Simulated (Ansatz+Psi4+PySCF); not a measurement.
## doublet NO2: levels of theory in one basis

```yaml
atoms:
  - { symbol: N, position_ang: [0.0000, 0.0000, 0.0000] }
  - { symbol: O, position_ang: [0.0000, 1.1783, 0.5001] }
  - { symbol: O, position_ang: [0.0000, -1.0310, 0.4376] }
```

Basis set: cc-pVTZ (spherical functions). Frozen core: 3 orbitals. Correlation on ROHF uses semicanonical orbitals with singles. Charge 0, multiplicity 2.

Computed with Ansatz (development build ahead of 0.2.0) and Psi4 1.11; each method stands on the lowest determinant of its kind that the runs found.

```
      method  E − E(ROHF) (eV)  <S²> of the determinant
        ROHF              0.00                     0.75
         UHF             -0.28                     0.79
     UHF-MP2            -18.25                     0.79
   ROHF-CCSD            -18.00                        –
    UHF-CCSD            -18.01                     0.79
ROHF-CCSD(T)            -18.99                        –
 UHF-CCSD(T)            -18.98                     0.79
```

(1) What does ROHF-MP2 give on the same scale?

## Answers

(1) -18.50 eV.
